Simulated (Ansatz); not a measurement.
Reaction (SMILES): ClC (CH3-Cl) → [CH2-]Cl + H+
B3LYP-D3(BJ)/def2-TZVP geometries, fixed; electronic energies without zero-point terms.
Largest species:
```xyz
5

C      0.0082     0.0133    -1.1337
Cl    -0.0048    -0.0077     0.6605
H      0.0175     1.0478    -1.4634
H      0.8997    -0.5040    -1.4752
H     -0.8852    -0.4920    -1.4879
```
Charge 0, spin multiplicity 1.

Basis-set convergence of the deprotonation energy at CCSD(T) with Ansatz (an electronic-structure program). Cartesian d functions, on some or all atoms, in 6-31G*, 6-31+G*, 6-311G**, 6-311+G**; all else is spherical. Cores are frozen. No added dispersion term, no relativity. Functions are those of the species that has most. Reference: Hartree-Fock in aug-cc-pV(Q+d)Z plus the correlation part extrapolated as X^-3 from aug-cc-pV(T+d)Z and aug-cc-pV(Q+d)Z, 405.18 kcal/mol, itself unsure by roughly 0.20 kcal/mol (a third of the extrapolation step and of the last Hartree-Fock step). Deviations are taken from unrounded values.

```tsv
basis	functions	deprotonation energy (kcal/mol)
6-31G*	40	423.43
6-31+G*	48	408.40
def2-SVP	47	425.28
def2-SVPD	71	407.95
pcseg-1	47	414.63
aug-pcseg-1	77	404.68
cc-pV(D+d)Z	52	419.18
aug-cc-pV(D+d)Z	82	402.84
6-311G**	63	416.81
6-311+G**	71	410.60
def2-TZVP	86	409.98
def2-TZVPD	110	405.71
pcseg-2	106	412.70
aug-pcseg-2	165	406.95
cc-pV(T+d)Z	111	412.65
aug-cc-pV(T+d)Z	170	405.50
def2-TZVPP	115	411.13
def2-TZVPPD	139	407.11
cc-pV(Q+d)Z	209	408.88
aug-cc-pV(Q+d)Z	307	405.46
def2-QZVPP	217	407.56
def2-QZVPPD	241	406.35
pcseg-3	223	407.58
aug-pcseg-3	321	406.29
```

What the diffuse functions change, pair by pair:
- 6-31G* to 6-31+G*: 8 more functions, deviation 18.25 to 3.23 kcal/mol
- def2-SVP to def2-SVPD: 24 more functions, deviation 20.10 to 2.78 kcal/mol
- pcseg-1 to aug-pcseg-1: 30 more functions, deviation 9.45 to -0.50 kcal/mol
- cc-pV(D+d)Z to aug-cc-pV(D+d)Z: 30 more functions, deviation 14.00 to -2.34 kcal/mol
- 6-311G** to 6-311+G**: 8 more functions, deviation 11.64 to 5.42 kcal/mol
- def2-TZVP to def2-TZVPD: 24 more functions, deviation 4.80 to 0.53 kcal/mol
- pcseg-2 to aug-pcseg-2: 59 more functions, deviation 7.52 to 1.77 kcal/mol
- cc-pV(T+d)Z to aug-cc-pV(T+d)Z: 59 more functions, deviation 7.47 to 0.33 kcal/mol
- def2-TZVPP to def2-TZVPPD: 24 more functions, deviation 5.95 to 1.93 kcal/mol
- cc-pV(Q+d)Z to aug-cc-pV(Q+d)Z: 98 more functions, deviation 3.70 to 0.28 kcal/mol
- def2-QZVPP to def2-QZVPPD: 24 more functions, deviation 2.38 to 1.17 kcal/mol
- pcseg-3 to aug-pcseg-3: 98 more functions, deviation 2.40 to 1.11 kcal/mol

Leaving out the reference's own pair, they bring the value nearer the reference by more than 0.20 kcal/mol in 11 of 11 pairs.
